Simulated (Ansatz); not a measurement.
# BH₂S (doublet): wave-function methods side by side, def2-QZVPP

An exercise on one series of results from a longer session: the logs are not shown, and one member is left open.

Method: def2-QZVPP, core rule «outside noble gas», up to 6 orbitals frozen; program: Ansatz 0.2.0, Gaussian basis.

The runs, in order: UHF; ROHF; CCSD(T) on UHF.

2 further runs of the same task are left out: 2 set aside as unsound or not needed.

## What is computed

The geometry is a PBE0/def2-TZVP stationary point (not a proven minimum).

4 atoms, charge 0, spin multiplicity 2.

Atoms are counted from 1 here; the program's logs count them from 0.

Bond lengths: B1–S2 1.742 Å, B1–H3 1.189 Å, S2–H4 1.348 Å. Angles: S2–B1–H3 125.0°, B1–S2–H4 99.6°.

Set-up of the first run:

in.yaml

```yaml
crystal:
  periodic: [false, false, false]
  atoms:
    - {symbol: B, position_ang: [0.000000, -0.247959, 1.248665]}
    - {symbol: S, position_ang: [0.000000, 0.102017, -0.457708]}
    - {symbol: H, position_ang: [0.000000, 0.569475, 2.112516]}
    - {symbol: H, position_ang: [0.000000, -1.155317, -0.944703]}
basis:
  gaussian: {orbitals: "def2-QZVPP.json"}
magnetization: {spin_polarized: true, initial_magnetization: 1}
hamiltonian: {xc: hf}
output: {orbitals: {seedname: orbitals}}
```

Launch:

```sh
> ansatz run in.yaml --threads 1 --pin off --events-out ev --progress --plain --max-ram 2393MiB
```

Steps of the session up to this table: UHF; ROHF; CCSD(T) on UHF.

One of the session's tables, all rows but one given; the rest of the session is left out.

```
  method  from UCCSD(T) (kcal/mol)
    ROHF                   +201.26
     UHF                   +199.95
    UMP2                    +26.48
   UCCSD                         ?
UCCSD(T)                         0
```

**Question.** Estimate the row for UCCSD.

**Answer.** from UCCSD(T) (kcal/mol): +9.10. In the column «from UCCSD(T) (kcal/mol)» it lies between UCCSD(T) (0) and UMP2 (+26.48).
